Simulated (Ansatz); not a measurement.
**Structure relaxation of Nb**

These are results of DFT PBEsol, scalar-relativistic, plane waves, PAW (Ansatz 0.2.0), not measurements. Cutoff 420 eV, Γ-centred k mesh, Gaussian smearing, no spin polarisation in the final step.

The start puts Nb on the graphite structure type (P6_3/mmc, No. 194), at a guessed volume.

```
CELL_PARAMETERS angstrom
3.21972 0.00000 0.00000
-1.60986 2.78836 0.00000
0.00000 0.00000 8.76915
ATOMIC_POSITIONS crystal
Nb 0.00000 0.00000 0.25000
Nb 0.00000 0.00000 0.75000
Nb 0.33333 0.66667 0.75000
Nb 0.66667 0.33333 0.25000
```

Cell and atoms relax at zero pressure; the relaxation can't lower the symmetry of the start. After a coarse first stage the cell is made exact in the group found at 0.06 Å.

Energies count from the standard state of Nb at the same level.

Q: Which crystal results?

A: It keeps P6_3/mmc (No. 194), but not the shape of the type it started on. Conventional cell: a = 4.473 Å, c = 4.814 Å. Nb on Wyckoff site b (2 atoms of the primitive cell) has 2 Nb at 2.41 Å and 3 Nb at 2.58 Å; Nb on Wyckoff site d (2 atoms of the primitive cell) is coordinated by 3 Nb at 2.58 Å.

```cif
data_structure
_symmetry_space_group_name_H-M 'P6_3/mmc'
_symmetry_Int_Tables_number 194
_cell_length_a 4.4726
_cell_length_b 4.4726
_cell_length_c 4.8137
_cell_angle_alpha 90.000
_cell_angle_beta 90.000
_cell_angle_gamma 120.000
_cell_volume 83.39
loop_
_atom_site_label
_atom_site_type_symbol
_atom_site_symmetry_multiplicity
_atom_site_Wyckoff_symbol
_atom_site_fract_x
_atom_site_fract_y
_atom_site_fract_z
_atom_site_occupancy
Nb1 Nb 2 b 0.00000 0.00000 0.25000 1
Nb2 Nb 2 d 0.33333 0.66667 0.75000 1
```

Q: What are its volume, energy, density and gap?

A: The volume per atom is 20.85 Å³, the density is 7.40 g/cm³ and the energy over the standard structure is 1.41 eV/atom. The gap on the 12×12×10 mesh is 0 eV (a metal).

The final run used a 12×12×10 mesh on its 4-atom cell and 0.10 eV smearing. The k mesh leaves about 4 meV/atom of noise in metals. A structure relaxed within its symmetry needn't be a true minimum.